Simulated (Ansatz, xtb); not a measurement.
System: C3H3, net charge -1, singlet state. It need not be the lowest isomer of its formula. Whether it binds its extra electron was not tested at this geometry. 
Coordinates optimised at B3LYP-D3(BJ)/def2-TZVP (Ansatz, an electronic-structure program):
SMILES: [CH-]=C=C
```xyz
6

C      0.0000    -0.0088     0.1143
C      0.0006     0.0700     1.3868
C     -0.0002     0.0493    -1.2337
H     -0.0024    -0.8283     2.0070
H      0.9234     0.0793    -1.8058
H     -0.9238     0.0859    -1.8053
```
Charge -1, spin multiplicity 1.

Harmonic wavenumbers from GFN2-xTB (xtb, at its own minimum), cm⁻¹: 232, 342, 473, 738, 800, 1002, 1188, 1470, 2043, 2839, 2845, 2891.

Q: Give the harmonic wavenumbers at B3LYP-D3(BJ)/def2-TZVP (Ansatz, finite differences of forces, unscaled).

A: 384, 467, 502, 762, 851, 1033, 1115, 1454, 1917, 3066, 3075, 3124 cm⁻¹. Zero-point energy 25.4 kcal/mol.

Q: From these and the geometry, give the ideal-gas thermochemistry at 298.15 K and 1 atm (rigid rotor, harmonic oscillator).

A: Point group Cs, rotational symmetry number 1. Rotational constants 205.9, 9.556, 9.381 GHz. S(trans) 36.92, S(rot) 20.39, S(vib) 2.99, S(elec, spin only) 0.00, S 60.3 cal/(mol K). H(298) - H(0) 3.01 kcal/mol; G - E(el) 10.4 kcal/mol.
